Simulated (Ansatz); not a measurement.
**AlSiH₅ (singlet): wave-function methods side by side at distance Al1–H4 along a hydrogen transfer = 1.816 Å, cc-pVDZ**

An exercise on one series of results from a longer session: the logs are not shown, and one member is left open.

The runs use Ansatz 0.2.0, Gaussian basis; cc-pVDZ, core rule «outside noble gas», up to 10 orbitals frozen.

Plan: UHF; CCSD(T) on RHF; CCSD(T) on UHF; BCCD(T) on RHF; CISD; CCSDT(Q) on RHF; CCSDT(Q) on UHF; CASSCF and MRCISD+Q, 2 electrons in 2 orbitals; CASSCF and NEVPT2, 2 electrons in 2 orbitals; CASSCF and MRCISD+Q, 8 electrons in 8 orbitals; CASSCF and NEVPT2, 8 electrons in 8 orbitals.

6 further runs of the same task are left out: 5 that didn't finish, 1 set aside as unsound or not needed.

## What is computed

The geometry derives from fragments relaxed apart (PBE0/def2-TZVP) and kept rigid, so it is no stationary point. A hydrogen atom is moved between rigid fragments.

7 atoms, charge 0, spin multiplicity 1.

Atoms are counted from 1 here; the program's logs count them from 0.

Bond lengths: Al1–H2 1.586 Å, Al1–H3 1.586 Å, Al1–H4 1.816 Å, Si5–H6 1.526 Å, Si5–H7 1.526 Å. Angles: H2–Al1–H3 120.0°, H2–Al1–H4 120.0°, H3–Al1–H4 120.0°, H6–Si5–H7 91.2°.

As a file:

```xyz
7
charge 0, multiplicity 1
Al   -1.94295    0.02932    0.00000
H    -2.73587    1.40271    0.00000
H    -2.73588   -1.34406    0.00000
H    -0.12695    0.02932    0.00000
Si    1.88805    0.02932    0.00000
H     2.50023   -0.84496    1.09001
H     2.50023   -0.84496   -1.09001
```

The first run:

The input, in.yaml:

```yaml
crystal:
  periodic: [false, false, false]
  atoms:
    - {symbol: Al, position_ang: [-1.942951, 0.029322, 0.000000]}
    - {symbol: H, position_ang: [-2.735874, 1.402706, 0.000000]}
    - {symbol: H, position_ang: [-2.735875, -1.344062, 0.000000]}
    - {symbol: H, position_ang: [-0.126951, 0.029322, 0.000000]}
    - {symbol: Si, position_ang: [1.888049, 0.029322, 0.000000]}
    - {symbol: H, position_ang: [2.500229, -0.844962, 1.090012]}
    - {symbol: H, position_ang: [2.500229, -0.844962, -1.090012]}
basis:
  gaussian: {orbitals: cc-pVDZ}
magnetization: {spin_polarized: true, initial_magnetization: 0}
hamiltonian: {xc: hf}
output: {orbitals: {seedname: orbitals}}
```

Run with:

```bash
ansatz run in.yaml --threads 1 --pin off --events-out ev --progress --plain --max-ram 2393MiB
```

Among the steps run: UHF; CCSD(T) on RHF; CCSD(T) on UHF; BCCD(T) on RHF; CISD; CCSDT(Q) on RHF; CCSDT(Q) on UHF; CASSCF and MRCISD+Q, 2 electrons in 2 orbitals; CASSCF and NEVPT2, 2 electrons in 2 orbitals; CASSCF and MRCISD+Q, 8 electrons in 8 orbitals; CASSCF and NEVPT2, 8 electrons in 8 orbitals.

One table of the session follows, with a row left open; its other results are not shown here.

| method | from RCCSDT(Q) (meV) |
| --- | --- |
| RHF | +6280.6 |
| UHF | +6245.9 |
| RMP2 | +1547.6 |
| CISD | ? |
| RCCSD | +173.7 |
| RCCSD(T) | +41.3 |
| BCCD(T) | +40.6 |
| RCCSDT | +6.1 |
| RCCSDT(Q) | 0 |
| CASSCF pair | +5868.9 |
| NEVPT2 pair | +1522.4 |
| MRCISD pair | +650.5 |
| MRCISD+Q pair | +37.7 |
| CASSCF frontier | +4540.6 |
| NEVPT2 frontier | +1337.2 |
| MRCISD frontier | +409.2 |
| MRCISD+Q frontier | +36.0 |

Q: Estimate the row for CISD from the others.

**Answer.** from RCCSDT(Q) (meV): +760.7. In the column «from RCCSDT(Q) (meV)» it lies between MRCISD pair (+650.5) and NEVPT2 frontier (+1337.2).

Not comparable, so not listed: CCSD(T) on UHF; CCSDT(Q) on UHF (they don't share determinant, frozen orbitals or solution with the rows shown, or repeat one).

To keep in mind: Warnings: restricted reference is unstable; spin contamination.
